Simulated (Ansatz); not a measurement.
C2H2N2O: shapes and states compared

Calculated in Ansatz's Gaussian-basis code. Basis cc-pVTZ, nonrelativistic, no frozen core; active space CAS(6,5). Restricted Hartree–Fock, then the lowest state-specific CASSCF solution met for each case. Single-reference values can break down or jump between states where bonds are stretched. Unlike active orbitals can shift such differences by tenths of an eV, at times by over 1 eV.

Case A, singlet:

```tsv
atom	x (Å)	y (Å)	z (Å)
O	0.0000	0.0000	1.1336
C	0.0000	-1.0528	0.2725
N	0.0000	-0.7017	-0.9801
N	0.0000	0.7017	-0.9801
C	0.0000	1.0528	0.2725
H	0.0000	-2.0470	0.6917
H	0.0000	2.0470	0.6917
```

Case B, triplet: the shape of A.

Energy less that of case A, in eV:

| case | RHF/ROHF | CASSCF |
| --- | --- | --- |
| B | +4.739 | +4.780 |

Give the SC-NEVPT2 energies against case A.

B: +4.676 eV (107.8 kcal/mol).

Which case is lowest, and do the methods agree?

A is lowest in SC-NEVPT2. Of the methods shown, RHF/ROHF, CASSCF agree.
